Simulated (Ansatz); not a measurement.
in.yaml

```yaml
crystal:
  periodic: [false, false, false]
  atoms:
    - {symbol: B, position_ang: [0.000000, 0.000000, 0.000000]}
    - {symbol: Al, position_ang: [0.000000, 0.000000, 2.023407]}
basis:
  gaussian: {orbitals: cc-pVDZ}
magnetization: {spin_polarized: false, initial_magnetization: 2}
correlation: {method: ccsdt_q_b, electrons: outside_noble_gas}
scf: {lower_state_search: off}
output: {forces: true}
```

```sh
$ ansatz run in.yaml --threads 1 --pin off --events-out ev --progress --plain --max-ram 2393MiB
```

The program prints:

```
these checks for a lower state are left out or cut short: starts, cluster_reference, orbital_swaps, neighbouring_geometries, increment
576 factors; integrals over basis functions are off by at most 1.9e-7 eV
mean field evaluation 1: about -7249.2676 eV, gradient 4.0e0 eV
mean field evaluation 2: about -7249.3233 eV, gradient 4.2e0 eV
mean field evaluation 4: about -7249.6998 eV, gradient 1.3e0 eV
mean field evaluation 8: about -7249.7791 eV, gradient 1.6e-1 eV
mean field evaluation 16: about -7249.8085 eV, gradient 3.3e-1 eV
mean field evaluation 32: about -7250.1664 eV, gradient 1.9e-6 eV
mean field -7250.16644929 eV, -266.4387026721 hartree, gradient 1.4e-6 eV, S^2 2.000000; 1 other end points of the search recorded, 0 dependent functions left out
6 core orbitals not correlated: weight in the atoms' cores, before any rotation towards them, 1.000 or more for the frozen orbitals, at most 0.000 for the correlated occupied ones
reference -7250.16644929 eV, -266.4387026721 hartree; 4, 2 occupied and 22, 24 virtual orbitals, 576 factors
second order -2.19246757 eV of doubles, -0.04842021 eV of singles
cycle   1  -2.80129472 eV  change   -5.6e-1 eV  update   9.1e-2
cycle   2  -3.21638769 eV  change   -4.2e-1 eV  update   5.1e-2
cycle   3  -3.28154766 eV  change   -6.5e-2 eV  update   2.8e-2
cycle   4  -3.33325705 eV  change   -5.2e-2 eV  update   1.9e-2
cycle   5  -3.34983454 eV  change   -1.7e-2 eV  update   1.0e-2
cycle   6  -3.35227326 eV  change   -2.4e-3 eV  update   4.7e-3
cycle   7  -3.35496544 eV  change   -2.7e-3 eV  update   2.6e-3
cycle   8  -3.35832349 eV  change   -3.4e-3 eV  update   1.3e-3
cycle   9  -3.35746339 eV  change    8.6e-4 eV  update   7.7e-4
cycle  10  -3.35752273 eV  change   -5.9e-5 eV  update   4.5e-4
cycle  11  -3.35787197 eV  change   -3.5e-4 eV  update   3.1e-4
cycle  12  -3.35788998 eV  change   -1.8e-5 eV  update   1.6e-4
cycle  13  -3.35785616 eV  change    3.4e-5 eV  update   9.3e-5
cycle  14  -3.35776867 eV  change    8.7e-5 eV  update   4.4e-5
cycle  15  -3.35777990 eV  change   -1.1e-5 eV  update   2.2e-5
cycle  16  -3.35779777 eV  change   -1.8e-5 eV  update   1.2e-5
cycle  17  -3.35780216 eV  change   -4.4e-6 eV  update   6.2e-6
cycle  18  -3.35779967 eV  change    2.5e-6 eV  update   2.9e-6
cycle  19  -3.35779516 eV  change    4.5e-6 eV  update   1.6e-6
cycle  20  -3.35779377 eV  change    1.4e-6 eV  update   7.9e-7
cycle  21  -3.35779371 eV  change    5.7e-8 eV  update   4.0e-7
cycle  22  -3.35779375 eV  change   -3.6e-8 eV  update   2.4e-7
cycle  23  -3.35779371 eV  change    3.4e-8 eV  update   1.2e-7
perturbative correction -0.00661746 eV, -0.0002431872 hartree
the calculation of the forces begins
Total energy: -7253.53086047 eV, -266.5623425023 hartree
Atom 0 at     0.000000     0.000000     0.000000 Å, force     0.000000    -0.000000    -2.485627 eV/Å
Atom 1 at     0.000000     0.000000     2.023407 Å, force    -0.000000     0.000000     2.485627 eV/Å
Dipole moment:     0.000000     0.000000     0.128268 e Å
Checks for a lower state left out: starts, cluster_reference, orbital_swaps, neighbouring_geometries, increment
```

Forces (eV/Å):
```
B    0.000  0.000 -2.486
Al   0.000  0.000  2.486
```

Ran on 1 thread of Intel Xeon Platinum 8488C, shared host: 17 s wall, 0.27 GiB peak host memory.
